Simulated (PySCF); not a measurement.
Species: C₄H₉Cl.
Structure used (PBE0-D3(BJ)/def2-SVP), in Å, numbered top down from 1:
```
atom  x, y, z in Å
C1    -1.9581   -0.0762   -0.2994
C2    -0.4793   -0.0466   -0.6519
C3     0.4204    0.0404    0.5752
C4     1.8891    0.0694    0.2129
Cl5    2.9285    0.1799    1.6656
H6    -2.1983   -0.9412    0.3391
H7    -2.5870   -0.1414   -1.1997
H8    -2.2550    0.8309    0.2507
H9    -0.2188   -0.9485   -1.2336
H10   -0.2735    0.8101   -1.3177
H11    0.2330   -0.8170    1.2435
H12    0.1782    0.9447    1.1586
H13    2.1318    0.9363   -0.4185
H14    2.1902   -0.8406   -0.3259
```

Level of theory: core-valence-separated Tamm–Dancoff BHandHLYP/aug-pcX-1 (pcseg-1 on H, def2-SVPD on Cl) in PySCF, non-relativistic, gas phase, PBE0-D3(BJ)/def2-SVP geometry. BHandHLYP without relativity tends to put these K edges a few eV too low, so spacings mean more than positions.

Task: What does the C 1s absorption edge look like?

Result: 
```json
{"E (eV)": "284.97", "f": "0.0685", "core hole on": "C4", "main final orbital": "LUMO+4 (34 %)"}
{"E (eV)": "285.41", "f": "0.0091", "core hole on": "C1", "main final orbital": "LUMO+1 (65 %)"}
{"E (eV)": "285.69", "f": "0.0158", "core hole on": "C2", "main final orbital": "LUMO+1 (55 %)"}
{"E (eV)": "285.88", "f": "0.0197", "core hole on": "C3", "main final orbital": "LUMO+3 (37 %)"}
{"E (eV)": "286.05", "f": "0.0273", "core hole on": "C1", "main final orbital": "spread"}
{"E (eV)": "286.10", "f": "0.0192", "core hole on": "C1", "main final orbital": "LUMO+2 (57 %)"}
{"E (eV)": "286.15", "f": "0.0326", "core hole on": "C2", "main final orbital": "LUMO+2 (68 %)"}
{"E (eV)": "286.33", "f": "0.0265", "core hole on": "C3", "main final orbital": "LUMO+2 (62 %)"}
{"E (eV)": "286.53", "f": "0.0059", "core hole on": "C1", "main final orbital": "LUMO (40 %)"}
{"E (eV)": "286.67", "f": "0.0014", "core hole on": "C3", "main final orbital": "LUMO (80 %)"}
{"E (eV)": "286.69", "f": "0.0023", "core hole on": "C2", "main final orbital": "LUMO (71 %)"}
{"E (eV)": "286.94", "f": "0.0064", "core hole on": "C3", "main final orbital": "LUMO+1 (68 %)"}
{"E (eV)": "287.04", "f": "0.0003", "core hole on": "C2", "main final orbital": "LUMO+3 (38 %)"}
{"E (eV)": "287.05", "f": "0.0001", "core hole on": "C3", "main final orbital": "LUMO+4 (33 %)"}
{"E (eV)": "287.15", "f": "0.0174", "core hole on": "C4", "main final orbital": "LUMO (45 %)"}
{"E (eV)": "287.41", "f": "0.0103", "core hole on": "C1 + C2", "main final orbital": "spread (2 roots, f summed)"}
{"E (eV)": "287.53", "f": "0.0076", "core hole on": "C1", "main final orbital": "spread"}
{"E (eV)": "287.59", "f": "0.0104", "core hole on": "C1", "main final orbital": "LUMO+2 (32 %)"}
```

The first line with a tenth or more of the strongest one's intensity is at 284.97 eV (f = 0.068), with the hole on C4 (sp3 C–Cl carbon). It is also the strongest listed.

Roots within 0.03 eV whose holes lie on the same, on equivalent or on shared atoms are summed into one line, and the highest roots are left out, as the search may have cut off their partners. Final orbitals are the ground state's empty Kohn–Sham orbitals.

Task: What is the summed oscillator strength of the listed C K lines, and their intensity-weighted mean energy?

Result: Σf = 0.281 over 18 lines from 284.97 to 287.59 eV; the weighted mean is 286.03 eV. The strongest line holds 24 % of the sum.

The ionisation thresholds weren't computed; near and above them a finite basis only mimics Rydberg series and continuum.

One conformer stands for the species.
